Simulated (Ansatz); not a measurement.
# Structure relaxation of ReBi₂

Level of theory: DFT PBE, scalar-relativistic, plane waves, PAW (Ansatz 0.2.0). Cutoff 420 eV, Γ-centred k mesh, Gaussian smearing, no spin polarisation in the final step.

This is the end of a relaxation of cell and atoms.

```
Re Bi
1.0
     5.96365    0.00000    0.00000
     0.00000    5.96365    0.00000
     0.00000    0.00000    5.96365
Re Bi
2 4
Cartesian
  0.0000 0.0000 0.0000
  2.9818 2.9818 2.9818
  1.4909 1.4909 1.4909
  1.4909 4.4727 4.4727
  4.4727 4.4727 1.4909
  4.4727 1.4909 4.4727
```

Formation energies are uncorrected and refer to the elements' standard structures at the same level.

(1) What space group does it have?

(2) How far does it lie from the elements in energy?

(3) Is it a metal?

## Answers

(1) Pn-3m (No. 224). Conventional cell: a = 5.964 Å. Around Re lie 4 Bi at 2.58 Å; around Bi lie 2 Re at 2.58 Å.

(2) 1.25 eV/atom.

(3) Yes, bands cross the Fermi level on the 6×6×6 mesh.

The final run used a 6×6×6 mesh on its 6-atom cell and 0.10 eV smearing. For metals, differences of a few meV/atom aren't resolved. Spin–orbit coupling is left out. The cell came from a trial start, so ReBi₂ may not exist in this structure.

Cost: 3 runs of about 1.6 core-minutes in all, on Arm Neoverse V2 (shared hosts).